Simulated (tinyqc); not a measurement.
Inside a calculation (part 2 of 2). Method: CIS and TDHF on RHF in the sto-3g basis, for H2O, spin multiplicity 1. Computed by tinyqc, a small Python program that keeps every step (integrals from PySCF). Command: `OMP_NUM_THREADS=1 python tinyqc.py 30377 30378 out.jsonl` (the two numbers bound the seeds that draw the settings). One thread of a shared host (Intel(R) Xeon(R) Processor @ 2.60GHz), about 0.07 s of CPU time with the checks.

Geometry (angstrom):
```
atom        x         y        z
O     0.00000   0.00000  0.00000
H     0.00000   0.73400  0.70600
H     0.00000  -0.73400  0.70600
```

## TDHF (RPA) singlet states

CIS matrix A, singlet (hartree):
```
          1>6       1>7      2>6       2>7       3>6       3>7       4>6       4>7
1>6  20.06601   0.00000  0.02767   0.00000   0.00000  -0.02168  -0.02549   0.00000
1>7   0.00000  20.11059  0.00000   0.04328  -0.00006   0.00000   0.00000  -0.02923
2>6   0.02767   0.00000  1.39940   0.00000   0.00000   0.05514   0.06497   0.00000
2>7   0.00000   0.04328  0.00000   1.40763  -0.01996   0.00000   0.00000  -0.01890
3>6   0.00000  -0.00006  0.00000  -0.01996   0.68809   0.00000   0.00000   0.03967
3>7  -0.02168   0.00000  0.05514   0.00000   0.00000   0.92723   0.13644   0.00000
4>6  -0.02549   0.00000  0.06497   0.00000   0.00000   0.13644   0.65879   0.00000
4>7   0.00000  -0.02923  0.00000  -0.01890   0.03967   0.00000   0.00000   0.67714
5>6   0.00000   0.00000  0.00000   0.00000   0.00000   0.00000   0.00000   0.00000
5>7   0.00000   0.00000  0.00000   0.00000   0.00000   0.00000   0.00000   0.00000

         5>6      5>7
1>6  0.00000  0.00000
1>7  0.00000  0.00000
2>6  0.00000  0.00000
2>7  0.00000  0.00000
3>6  0.00000  0.00000
3>7  0.00000  0.00000
4>6  0.00000  0.00000
4>7  0.00000  0.00000
5>6  0.43717  0.00000
5>7  0.00000  0.47669
```

Two-electron integrals over orbitals (pq|rs), unique and non-zero (hartree):
```
(11|11) 4.74571    (21|11) -0.41970   (21|21) 0.05892    (22|11) 1.00777
(22|21) -0.01351   (22|22) 0.72726    (31|31) 0.01144    (32|31) 0.01790
(32|32) 0.13803    (33|11) 0.79704    (33|21) -0.00465   (33|22) 0.63967
(33|33) 0.62293    (41|11) 0.18912    (41|21) -0.02385   (41|22) 0.01536
(41|33) 0.00650    (41|41) 0.02648    (42|11) -0.14764   (42|21) 0.00926
(42|22) -0.00720   (42|33) 0.00384    (42|41) 0.01679    (42|42) 0.12597
(43|31) -0.00381   (43|32) 0.02038    (43|43) 0.05216    (44|11) 0.95563
(44|21) -0.01253   (44|22) 0.66129    (44|33) 0.58655    (44|41) -0.00942
(44|42) -0.09817   (44|44) 0.73260    (51|51) 0.02600    (52|51) 0.03262
(52|52) 0.14582    (53|53) 0.02846    (54|51) -0.01376   (54|52) -0.04910
(54|54) 0.05389    (55|11) 1.11535    (55|21) -0.01181   (55|22) 0.74854
(55|33) 0.62412    (55|41) 0.00532    (55|42) -0.07939   (55|44) 0.70485
(55|55) 0.88016    (61|11) -0.21207   (61|21) 0.03239    (61|22) 0.00029
(61|33) 0.00091    (61|41) 0.00093    (61|42) 0.02125    (61|44) -0.01848
(61|55) -0.00559   (61|61) 0.02956    (62|11) 0.28971    (62|21) -0.00583
(62|22) 0.14086    (62|33) 0.07802    (62|41) 0.01889    (62|42) 0.02320
(62|44) 0.06962    (62|55) 0.15083    (62|61) 0.01014    (62|62) 0.10124
(63|31) 0.00354    (63|32) -0.02974   (63|43) -0.02972   (63|63) 0.06421
(64|11) 0.25021    (64|21) -0.00326   (64|22) 0.10717    (64|33) 0.04906
(64|41) -0.00007   (64|42) -0.05278   (64|44) 0.13097    (64|55) 0.13581
(64|61) -0.00288   (64|62) 0.05741    (64|64) 0.08903    (65|51) 0.01399
(65|52) 0.05381    (65|54) 0.00173    (65|65) 0.03678    (66|11) 0.82041
(66|21) -0.00739   (66|22) 0.61897    (66|33) 0.57009    (66|41) 0.01973
(66|42) 0.04984    (66|44) 0.55708    (66|55) 0.59653    (66|61) 0.00968
(66|62) 0.10213    (66|64) 0.05015    (66|66) 0.60409    (71|31) 0.01478
(71|32) 0.02182    (71|43) -0.00504   (71|63) 0.00402    (71|71) 0.01914
(72|31) 0.01414    (72|32) 0.04358    (72|43) -0.03672   (72|63) 0.03430
(72|71) 0.01742    (72|72) 0.06304    (73|11) 0.36155    (73|21) -0.00731
(73|22) 0.14158    (73|33) 0.08984    (73|41) -0.00063   (73|42) -0.08487
(73|44) 0.14357    (73|55) 0.19256    (73|61) -0.00679   (73|62) 0.07185
(73|64) 0.09490    (73|66) 0.04213    (73|73) 0.15942    (74|31) -0.00969
(74|32) -0.07926   (74|43) -0.00589   (74|63) 0.04652    (74|71) -0.01240
(74|72) -0.01466   (74|74) 0.07406    (75|53) 0.02357    (75|75) 0.02352
(76|31) 0.00809    (76|32) 0.08856    (76|43) 0.05337    (76|63) -0.05601
(76|71) 0.01002    (76|72) -0.01178   (76|74) -0.06067   (76|76) 0.10856
(77|11) 0.83323    (77|21) -0.00844   (77|22) 0.61258    (77|33) 0.59962
(77|41) 0.00443    (77|42) -0.01041   (77|44) 0.58704    (77|55) 0.60872
(77|61) -0.00354   (77|62) 0.06296    (77|64) 0.04131    (77|66) 0.56523
(77|73) 0.08060    (77|77) 0.60392
```

B(ia,jb) = 2 (ia|jb) - (ib|ja); the squared energies are the eigenvalues of (A - B)(A + B); 1 hartree = 27.211386 eV.

TDHF matrix B, singlet (hartree):
```
          1>6       1>7      2>6       2>7       3>6       3>7       4>6       4>7
1>6   0.02956   0.00000  0.01014   0.00000   0.00000  -0.01761  -0.00288   0.00000
1>7   0.00000   0.01914  0.00000   0.01742   0.01483   0.00000   0.00000  -0.01240
2>6   0.01014   0.00000  0.10124   0.00000   0.00000   0.10940   0.05741   0.00000
2>7   0.00000   0.01742  0.00000   0.06304  -0.00325   0.00000   0.00000  -0.01466
3>6   0.00000   0.01483  0.00000  -0.00325   0.06421   0.00000   0.00000  -0.00187
3>7  -0.01761   0.00000  0.10940   0.00000   0.00000   0.15942   0.14329   0.00000
4>6  -0.00288   0.00000  0.05741   0.00000   0.00000   0.14329   0.08903   0.00000
4>7   0.00000  -0.01240  0.00000  -0.01466  -0.00187   0.00000   0.00000   0.07406
5>6   0.00000   0.00000  0.00000   0.00000   0.00000   0.00000   0.00000   0.00000
5>7   0.00000   0.00000  0.00000   0.00000   0.00000   0.00000   0.00000   0.00000

         5>6      5>7
1>6  0.00000  0.00000
1>7  0.00000  0.00000
2>6  0.00000  0.00000
2>7  0.00000  0.00000
3>6  0.00000  0.00000
3>7  0.00000  0.00000
4>6  0.00000  0.00000
4>7  0.00000  0.00000
5>6  0.03678  0.00000
5>7  0.00000  0.02352
```

squared energies w^2 (hartree^2): 0.18976  0.22668  0.35525  0.40764  0.51619  0.87695  1.95620  1.97980  402.64688  404.43978

TDHF energies from the positive w^2 (eV): 11.85378  12.95560  16.21879  17.37361  19.55042  25.48222  38.05901  38.28788  546.02539  547.23970

## CIS matrix, triplets

orbital energies (hartree): MO1 -20.26297, MO2 -1.25155, MO3 -0.56543, MO4 -0.47348, MO5 -0.39580, MO6 0.56433, MO7 0.64258

A(ia,jb) = (e_a - e_i) d_ij d_ab - (ij|ab).

CIS matrix A, triplet (hartree):
```
          1>6       1>7       2>6       2>7       3>6       3>7       4>6       4>7
1>6  20.00690   0.00000   0.00739   0.00000   0.00000  -0.00809  -0.01973   0.00000
1>7   0.00000  20.07232   0.00000   0.00844  -0.00809   0.00000   0.00000  -0.00443
2>6   0.00739   0.00000   1.19691   0.00000   0.00000  -0.08856  -0.04984   0.00000
2>7   0.00000   0.00844   0.00000   1.28155  -0.08856   0.00000   0.00000   0.01041
3>6   0.00000  -0.00809   0.00000  -0.08856   0.55967   0.00000   0.00000  -0.05337
3>7  -0.00809   0.00000  -0.08856   0.00000   0.00000   0.60838  -0.05337   0.00000
4>6  -0.01973   0.00000  -0.04984   0.00000   0.00000  -0.05337   0.48073   0.00000
4>7   0.00000  -0.00443   0.00000   0.01041  -0.05337   0.00000   0.00000   0.52901
5>6   0.00000   0.00000   0.00000   0.00000   0.00000   0.00000   0.00000   0.00000
5>7   0.00000   0.00000   0.00000   0.00000   0.00000   0.00000   0.00000   0.00000

         5>6      5>7
1>6  0.00000  0.00000
1>7  0.00000  0.00000
2>6  0.00000  0.00000
2>7  0.00000  0.00000
3>6  0.00000  0.00000
3>7  0.00000  0.00000
4>6  0.00000  0.00000
4>7  0.00000  0.00000
5>6  0.36360  0.00000
5>7  0.00000  0.42966
```

## CIS triplet states

Diagonalise A (1 hartree = 27.211386 eV); each vector has its largest component positive (the first on a tie).

triplet excitation energies (eV): 9.89415  11.69153  12.32859  13.22722  16.09595  16.88753  32.98902  35.17406  544.41607  546.19575

lowest vectors:
```
     state 1  state 2  state 3  state 4   state 5   state 6
1>6  0.00000  0.00000  0.00104  0.00000   0.00000  -0.00005
1>7  0.00000  0.00000  0.00000  0.00041   0.00013   0.00000
2>6  0.00000  0.00000  0.10652  0.00000   0.00000   0.10719
2>7  0.00000  0.00000  0.00000  0.06033   0.10774   0.00000
3>6  0.00000  0.00000  0.00000  0.63267   0.76483   0.00000
3>7  0.00000  0.00000  0.37696  0.00000   0.00000   0.91560
4>6  0.00000  0.00000  0.92009  0.00000   0.00000  -0.38753
4>7  0.00000  0.00000  0.00000  0.77207  -0.63516   0.00000
5>6  1.00000  0.00000  0.00000  0.00000   0.00000   0.00000
5>7  0.00000  1.00000  0.00000  0.00000   0.00000   0.00000
```

## TDHF (RPA) triplet states

B(ia,jb) = - (ib|ja); the squared energies are the eigenvalues of (A - B)(A + B); 1 hartree = 27.211386 eV.

TDHF matrix B, triplet (hartree):
```
          1>6       1>7       2>6       2>7       3>6       3>7       4>6       4>7
1>6  -0.02956   0.00000  -0.01014   0.00000   0.00000  -0.00402   0.00288   0.00000
1>7   0.00000  -0.01914   0.00000  -0.01742   0.00679   0.00000   0.00000   0.01240
2>6  -0.01014   0.00000  -0.10124   0.00000   0.00000  -0.03430  -0.05741   0.00000
2>7   0.00000  -0.01742   0.00000  -0.06304  -0.07185   0.00000   0.00000   0.01466
3>6   0.00000   0.00679   0.00000  -0.07185  -0.06421   0.00000   0.00000  -0.09490
3>7  -0.00402   0.00000  -0.03430   0.00000   0.00000  -0.15942  -0.04652   0.00000
4>6   0.00288   0.00000  -0.05741   0.00000   0.00000  -0.04652  -0.08903   0.00000
4>7   0.00000   0.01240   0.00000   0.01466  -0.09490   0.00000   0.00000  -0.07406
5>6   0.00000   0.00000   0.00000   0.00000   0.00000   0.00000   0.00000   0.00000
5>7   0.00000   0.00000   0.00000   0.00000   0.00000   0.00000   0.00000   0.00000

          5>6       5>7
1>6   0.00000   0.00000
1>7   0.00000   0.00000
2>6   0.00000   0.00000
2>7   0.00000   0.00000
3>6   0.00000   0.00000
3>7   0.00000   0.00000
4>6   0.00000   0.00000
4>7   0.00000   0.00000
5>6  -0.03678   0.00000
5>7   0.00000  -0.02352
```

squared energies w^2 (hartree^2): 0.13085  0.17723  0.18405  0.20748  0.34626  0.36811  1.45793  1.66091  400.27579  402.89684

TDHF energies from the positive w^2 (eV): 9.84339  11.45570  11.67400  12.39487  16.01221  16.50974  32.85632  35.06906  544.41531  546.19485
